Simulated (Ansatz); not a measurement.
**FHSSi (SMILES F[Si]S): energies and forces away from the minimum**

Aim: displace all atoms at random from the minimum and see how well density functionals give the CCSD(T) energy and forces there.

Program: Ansatz 0.2.0, Gaussian basis. Level of theory: single points with forces in def2-TZVPP. These are calculated values, not measurements.

Levels: PBE-D4, r2SCAN-D4, PBE0-D4, wB97M-V, Hartree-Fock, MP2, CCSD, CCSD(T). Each coordinate is moved by a Gaussian draw of the width named (0.7 of it for atoms other than hydrogen): 0.04, 0.06, 0.02, 0.04 Å.

Cores are frozen in the correlated methods.

11 further runs of the same task are left out: 11 set aside as unsound or not needed.

## Step 1: Where the work starts

The minimum, relaxed at PBE0-D4: SMILES `F[Si]S`, 4 atoms, charge 0, spin multiplicity 1.

Atoms are counted from 1 here; the program's logs count them from 0.

Bond lengths: F1–Si2 1.616 Å, Si2–S3 2.154 Å, S3–H4 1.346 Å. Angles: F1–Si2–S3 99.9°, Si2–S3–H4 95.0°.

As a file:

```mol
FHSSi
  3D, bonds by distance, orders not assigned

  4  3  0  0  0  0  0  0  0  0999 V2000
   -1.1391   -0.0286    1.0619 F   0  0
    0.0813    0.9891    0.7689 Si  0  0
    0.9959   -0.0009   -0.9117 S   0  0
    0.1174   -1.0199   -0.9394 H   0  0
  1  2  8  0
  2  3  8  0
  3  4  8  0
M  END
```

Energies of the minimum (eV), from earlier single points: PBE-D4 -21438.42272, r2SCAN-D4 -21446.89587, PBE0-D4 -21439.86303, B3LYP-D4 -21450.72815, wB97M-V -21447.91684, CCSD(T) -21420.45418.

## Step 2: Structure 1, width 0.04 Å

ccsdt-tzvpp/in.yaml

```yaml
crystal:
  periodic: [false, false, false]
  atoms:
    - {symbol: F, position_ang: [-1.149815, -0.029610, 1.010405]}
    - {symbol: Si, position_ang: [0.056096, 1.007337, 0.780272]}
    - {symbol: S, position_ang: [1.030735, 0.017680, -0.911608]}
    - {symbol: H, position_ang: [0.137821, -1.022691, -0.915972]}
basis:
  gaussian: {orbitals: def2-TZVPP}
correlation: {method: ccsd_t}
output: {forces: true}
```

The command line of these runs was not kept.

Output (excerpt; [...] marks lines left out):

```text
Functional definition: HF
  name "HF"
  cite "Fock, Z. Phys. 61, 126 (1930) doi:10.1007/BF01340294"
  parent pbe
[...]
771 factors; integrals over basis functions are off by at most 1.2e-3 eV
[...]
mean field -21404.78200375 eV, -786.6112299553 hartree, gradient 1.3e-6 eV, S^2 0.000000; 0 other end points of the search recorded, 0 dependent functions left out; unrestricted orbitals would lower it
11 core orbitals not correlated: weight in the atoms' cores, before any rotation towards them, 1.000 or more for the frozen orbitals, at most 0.000 for the correlated occupied ones
reference -21404.78200375 eV, -786.6112299553 hartree; 9, 9 occupied and 109, 109 virtual orbitals, 771 factors
second order -14.29299782 eV of doubles, -0.00000000 eV of singles
cycle   1  -14.58875706 eV  change   -3.0e-1 eV  update   9.6e-2
[...]
cycle  12  -15.05043652 eV  change   -4.0e-6 eV  update   1.8e-6
perturbative correction -0.60163973 eV, -0.0221098522 hartree
[...]
Total energy: -21420.43407999 eV, -787.1864331480 hartree
Atom 0 at    -1.149815    -0.029610     1.010405 Å, force    -0.206576    -0.094513     0.123551 eV/Å
Atom 1 at     0.056096     1.007337     0.780272 Å, force     0.320521    -0.117192    -0.403331 eV/Å
Atom 2 at     1.030735     0.017680    -0.911608 Å, force    -0.587531    -0.332627     0.301596 eV/Å
Atom 3 at     0.137821    -1.022691    -0.915972 Å, force     0.473586     0.544331    -0.021816 eV/Å
Dipole moment:    -0.011662     0.014322     0.028991 e Å
```

It took 22 s on 2 threads, shared host; peak memory 1 GiB.

The other levels were run on the same coordinates; their logs were not kept, and their results stand in the tables.

```tsv
method	RMS force component (eV/Å)	RMS error against CCSD(T) (eV/Å)	angle to CCSD(T) forces (°)	dipole (D)
PBE-D4	0.398	0.330	52.2	0.10
r2SCAN-D4	0.311	0.066	10.1	0.15
PBE0-D4	0.334	0.033	5.4	0.11
wB97M-V	0.376	0.071	10.0	0.31
CCSD(T)	0.343	reference	reference	0.17
```

## Step 3: Structure 2, width 0.06 Å

ccsdt-tzvpp/in.yaml

```yaml
crystal:
  periodic: [false, false, false]
  atoms:
    - {symbol: F, position_ang: [-1.151182, -0.068994, 1.006324]}
    - {symbol: Si, position_ang: [0.018393, 1.095577, 0.760732]}
    - {symbol: S, position_ang: [0.996961, -0.022943, -0.902276]}
    - {symbol: H, position_ang: [-0.006310, -1.025700, -0.911881]}
basis:
  gaussian: {orbitals: def2-TZVPP}
correlation: {method: ccsd_t}
output: {forces: true}
```

Output (excerpt; [...] marks lines left out):

```text
[... 4 set-up lines as earlier in the session ...]
[...]
772 factors; integrals over basis functions are off by at most 1.2e-3 eV
[...]
mean field -21404.55040128 eV, -786.6027187217 hartree, gradient 1.5e-6 eV, S^2 0.000000; 0 other end points of the search recorded, 0 dependent functions left out
11 core orbitals not correlated: weight in the atoms' cores, before any rotation towards them, 1.000 or more for the frozen orbitals, at most 0.000 for the correlated occupied ones
reference -21404.55040128 eV, -786.6027187217 hartree; 9, 9 occupied and 109, 109 virtual orbitals, 772 factors
second order -14.35607732 eV of doubles, -0.00000000 eV of singles
cycle   1  -14.62436774 eV  change   -2.7e-1 eV  update   1.0e-1
[...]
cycle  12  -15.10564240 eV  change   -5.9e-6 eV  update   2.4e-6
perturbative correction -0.61757280 eV, -0.0226953820 hartree
[...]
Total energy: -21420.27361648 eV, -787.1805362229 hartree
Atom 0 at    -1.151182    -0.068994     1.006324 Å, force     0.726618     1.158973     0.087439 eV/Å
Atom 1 at     0.018393     1.095577     0.760732 Å, force    -0.579245    -1.831906    -0.687467 eV/Å
Atom 2 at     0.996961    -0.022943    -0.902276 Å, force    -1.351611    -0.515104     0.527330 eV/Å
Atom 3 at    -0.006310    -1.025700    -0.911881 Å, force     1.204238     1.188037     0.072697 eV/Å
Dipole moment:     0.004697     0.122280     0.053429 e Å
```

Run time: 21 s. Hardware: 2 threads, shared host; peak memory 1 GiB.

```tsv
method	RMS force component (eV/Å)	RMS error against CCSD(T) (eV/Å)	angle to CCSD(T) forces (°)	dipole (D)
PBE-D4	0.666	0.341	11.0	0.43
r2SCAN-D4	0.893	0.080	1.5	0.40
PBE0-D4	0.945	0.039	1.8	0.56
wB97M-V	0.945	0.075	4.2	0.82
CCSD(T)	0.970	reference	reference	0.64
```

## Step 4: Structure 3, width 0.02 Å

ccsdt-tzvpp/in.yaml

```yaml
crystal:
  periodic: [false, false, false]
  atoms:
    - {symbol: F, position_ang: [-1.122080, -0.016883, 1.032656]}
    - {symbol: Si, position_ang: [0.085109, 0.982157, 0.771558]}
    - {symbol: S, position_ang: [0.951926, 0.004545, -0.932954]}
    - {symbol: H, position_ang: [0.098001, -1.055172, -0.910287]}
basis:
  gaussian: {orbitals: def2-TZVPP}
correlation: {method: ccsd_t}
output: {forces: true}
```

Output (excerpt; [...] marks lines left out):

```text
[... 4 set-up lines as earlier in the session ...]
[...]
771 factors; integrals over basis functions are off by at most 1.2e-3 eV
[...]
mean field -21404.80962501 eV, -786.6122450179 hartree, gradient 1.8e-6 eV, S^2 0.000000; 0 other end points of the search recorded, 0 dependent functions left out
11 core orbitals not correlated: weight in the atoms' cores, before any rotation towards them, 1.000 or more for the frozen orbitals, at most 0.000 for the correlated occupied ones
reference -21404.80962501 eV, -786.6122450179 hartree; 9, 9 occupied and 109, 109 virtual orbitals, 771 factors
second order -14.26494806 eV of doubles, -0.00000000 eV of singles
cycle   1  -14.57298337 eV  change   -3.1e-1 eV  update   9.4e-2
[...]
cycle  12  -15.02733538 eV  change   -3.3e-6 eV  update   1.6e-6
perturbative correction -0.59425956 eV, -0.0218386359 hartree
[...]
Total energy: -21420.43121994 eV, -787.1863280431 hartree
Atom 0 at    -1.122080    -0.016883     1.032656 Å, force    -0.730868    -0.494300     0.308915 eV/Å
Atom 1 at     0.085109     0.982157     0.771558 Å, force     0.541409     0.491929    -0.137616 eV/Å
Atom 2 at     0.951926     0.004545    -0.932954 Å, force    -0.091539    -0.409373    -0.154894 eV/Å
Atom 3 at     0.098001    -1.055172    -0.910287 Å, force     0.280998     0.411745    -0.016404 eV/Å
Dipole moment:    -0.010761    -0.023109     0.011484 e Å
```

Wall time 22 s (2 threads, shared host); peak memory 1 GiB.

```tsv
method	RMS force component (eV/Å)	RMS error against CCSD(T) (eV/Å)	angle to CCSD(T) forces (°)	dipole (D)
PBE-D4	0.637	0.323	24.8	0.25
r2SCAN-D4	0.413	0.061	8.2	0.32
PBE0-D4	0.387	0.039	5.5	0.19
wB97M-V	0.447	0.072	6.8	0.16
CCSD(T)	0.395	reference	reference	0.13
```

## Step 5: Structure 4, width 0.04 Å

ccsdt-tzvpp/in.yaml

```yaml
crystal:
  periodic: [false, false, false]
  atoms:
    - {symbol: F, position_ang: [-1.127106, -0.046915, 1.069723]}
    - {symbol: Si, position_ang: [0.054750, 0.981529, 0.783975]}
    - {symbol: S, position_ang: [0.995178, 0.017029, -0.934006]}
    - {symbol: H, position_ang: [0.072500, -1.000512, -0.931056]}
basis:
  gaussian: {orbitals: def2-TZVPP}
correlation: {method: ccsd_t}
output: {forces: true}
```

Output (excerpt; [...] marks lines left out):

```text
[... 4 set-up lines as earlier in the session ...]
[...]
771 factors; integrals over basis functions are off by at most 1.2e-3 eV
[...]
mean field -21404.78231017 eV, -786.6112412163 hartree, gradient 1.3e-6 eV, S^2 0.000000; 0 other end points of the search recorded, 0 dependent functions left out; unrestricted orbitals would lower it
11 core orbitals not correlated: weight in the atoms' cores, before any rotation towards them, 1.000 or more for the frozen orbitals, at most 0.000 for the correlated occupied ones
reference -21404.78231017 eV, -786.6112412163 hartree; 9, 9 occupied and 109, 109 virtual orbitals, 771 factors
second order -14.28718716 eV of doubles, -0.00000000 eV of singles
cycle   1  -14.58719378 eV  change   -3.0e-1 eV  update   9.5e-2
[...]
cycle  12  -15.04615671 eV  change   -3.4e-6 eV  update   1.7e-6
perturbative correction -0.60013972 eV, -0.0220547280 hartree
[...]
Total energy: -21420.42860660 eV, -787.1862320047 hartree
Atom 0 at    -1.127106    -0.046915     1.069723 Å, force    -0.519214    -0.426302     0.134194 eV/Å
Atom 1 at     0.054750     0.981529     0.783975 Å, force     0.657612     0.330086    -0.345438 eV/Å
Atom 2 at     0.995178     0.017029    -0.934006 Å, force    -0.692099    -0.435128     0.266486 eV/Å
Atom 3 at     0.072500    -1.000512    -0.931056 Å, force     0.553702     0.531344    -0.055242 eV/Å
Dipole moment:    -0.023550    -0.001355     0.016278 e Å
```

Run time: 21 s. Hardware: 2 threads, shared host; peak memory 1 GiB.

```tsv
method	RMS force component (eV/Å)	RMS error against CCSD(T) (eV/Å)	angle to CCSD(T) forces (°)	dipole (D)
PBE-D4	0.593	0.327	33.1	0.18
r2SCAN-D4	0.447	0.062	7.9	0.25
PBE0-D4	0.449	0.030	3.8	0.15
wB97M-V	0.506	0.069	5.3	0.24
CCSD(T)	0.453	reference	reference	0.14
```

## Step 6: All structures together

Energy above the minimum (kJ/mol):

```tsv
structure	width (Å)	PBE-D4	r2SCAN-D4	PBE0-D4	wB97M-V	Hartree-Fock	MP2	CCSD	CCSD(T)
1	0.04	0.7	1.5	1.8	2.1	2.7	2.6	2.2	1.9
2	0.06	9.3	15.1	16.5	16.2	25.0	18.8	19.2	17.4
3	0.02	3.7	2.2	2.0	2.3	0.0	2.6	1.8	2.2
4	0.04	2.3	2.2	2.5	3.0	2.7	3.1	2.6	2.5
```

What each level costs and misses (shared host):

```tsv
method	mean energy error from CCSD(T) (kJ/mol)	mean time a point
PBE-D4	2.8	0.65 s
r2SCAN-D4	0.7	1.2 s
PBE0-D4	0.3	0.9 s
wB97M-V	0.5	2.3 s
Hartree-Fock	2.7	part of the CCSD(T) run
MP2	0.8	part of the CCSD(T) run
CCSD	0.7	part of the CCSD(T) run
CCSD(T)	0	21 s
```

For cost: PBE0-D4 comes within 0.3 kJ/mol at 0.9 s a point, where CCSD(T) needs 21 s.

## Step 7: Outcome

| quantity | value |
| --- | --- |
| energy above the minimum, CCSD(T) | 1.9, 17.4, 2.2, 2.5 kJ/mol |
| mean energy error | PBE-D4 2.8, r2SCAN-D4 0.7, PBE0-D4 0.3, wB97M-V 0.5, Hartree-Fock 2.7, MP2 0.8, CCSD 0.7 kJ/mol |
| mean RMS force error | PBE-D4 0.330, r2SCAN-D4 0.067, PBE0-D4 0.035, wB97M-V 0.072 eV/Å |
| largest T1 diagnostic | 0.016 |

In words: In energy PBE0-D4 is nearest to CCSD(T) and PBE-D4 farthest. For forces PBE0-D4 is best, off by 7 % of the typical force, and PBE-D4 worst (61 %); with few structures and a triple-zeta reference, gaps of a few points rank nothing. The restricted Hartree–Fock reference is unstable towards an unrestricted one at one or more of these structures.
